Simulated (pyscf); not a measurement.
Thermochemistry of product channels of H₃C–CH₂–SnH₃ on the singlet surface, in kJ/mol, from ωB97M-D3(BJ)/def2-TZVP energies (ideal gas, 1 atm, RRHO with modes under 100 cm⁻¹ raised to 100, one conformer, R ln 2 for chiral ones without a mode under 150 cm⁻¹). Single points on ωB97X-D3(BJ)/def2-SVP structures (PySCF, gas phase).

| products | ΔE | ΔH(298 K) | ΔG(298 K) | ΔG(600 K) |
|---|---|---|---|---|
| H₃C–CH₂–SnH: [singlet] + hydrogen (H₂) | +93.2 | +84.3 | +48.2 | +10.4 |
| H₃C–SnH₂–CH₃ | -33.8 | -31.2 | -33.4 | -36.3 |

The channel to H₃C–CH₂–SnH: [singlet] + H₂ turns favourable between 298 and 1200 K (ΔG from +48.2 kJ/mol to -64.6 kJ/mol).

These are energies of the channels, which say nothing of barriers. H₃C–CH₂–SnH: [singlet] lies 39.1 kJ/mol over its isomer H₃C–Sn:–CH₃ [singlet] (electronic energy, ωB97M-D3(BJ)). Elements past Kr carry the def2 core potentials, without spin-orbit coupling.
